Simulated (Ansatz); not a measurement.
Fluorite CeO₂ was calculated with LDA (PAW; Ansatz, a program for electronic structure).

Numerical settings: plane-wave cutoff 520 eV, 8×8×8 k mesh, perturbation theory, no spin polarisation, scalar-relativistic PAW data made under PBE.

Computed at the level's own relaxed cell.

```cif
data_CeO2
_chemical_formula_sum 'Ce1 O2'
_space_group_name_H-M_alt 'P 1'
_space_group_IT_number 1
_cell_length_a 3.78896
_cell_length_b 3.78896
_cell_length_c 3.78896
_cell_angle_alpha 60.000
_cell_angle_beta 60.000
_cell_angle_gamma 60.000
loop_
_space_group_symop_operation_xyz
  'x, y, z'
loop_
_atom_site_label
_atom_site_type_symbol
_atom_site_fract_x
_atom_site_fract_y
_atom_site_fract_z
_atom_site_occupancy
Ce1 Ce 0.00000 0.00000 0.00000 1
O1 O 0.25000 0.25000 0.25000 1
O2 O 0.75000 0.75000 0.75000 1
```

Harmonic phonon frequencies (cm⁻¹; i marks an imaginary mode; at Γ without the LO shift):

| q point | frequencies |
|---|---|
| Γ | 0 0 0 293 293 293 446 446 446 |
| X | 142 142 197 249 249 265 449 449 584 |
| U | 138 178 208 228 289 292 428 454 569 |
| L | 121 121 220 353 353 384 384 411 519 |
| W | 143 205 205 222 227 372 372 473 568 |

Measured, for comparison: zone-centre TO phonon frequency 272 cm⁻¹ (temperature not stated, no zero-point or thermal correction; as tabulated in SRNL-STI-2020-00011).

No imaginary mode appears at these points.
